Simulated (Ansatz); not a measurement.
`CC(=S)C(=N)F`, relaxed with RKS PBE-D4/def2-SVP in the Gaussian-basis code of Ansatz from a rough embedded geometry. The force threshold is 0.03 eV/Å; the program also tests the step.

Charge 0, multiplicity 1.

Start:

```xyz
10

C    -0.930   -0.259    1.093
C    -0.325   -0.615   -0.245
S    -0.659   -2.032   -1.045
C     0.723    0.248   -0.850
N     1.531    0.947   -0.193
F     0.711    0.476   -2.208
H    -1.768   -0.831    1.348
H    -1.205    0.826    1.022
H    -0.167   -0.272    1.896
H     2.087    1.511   -0.816
```

How much energy does the relaxation release, and in how many steps? (Best estimate.)

Computed: 0.40 eV, in 7 steps.

Which bonds change most? (Best estimate.)

Computed: C1–H7 from 1.045 to 1.104 Å; C4–F6 from 1.378 to 1.348 Å; N5–H10 from 1.008 to 1.034 Å; C2–S3 from 1.661 to 1.641 Å.

Give the relaxed structure. (Estimate.)

Ansatz gave: 
```xyz
10

C    -0.836   -0.246    1.076
C    -0.389   -0.595   -0.313
S    -1.029   -1.810   -1.211
C     0.715    0.256   -0.854
N     1.251    1.185   -0.170
F     1.094   -0.040   -2.113
H    -1.635   -0.930    1.409
H    -1.191    0.806    1.110
H     0.024   -0.283    1.777
H     1.996    1.658   -0.710
```
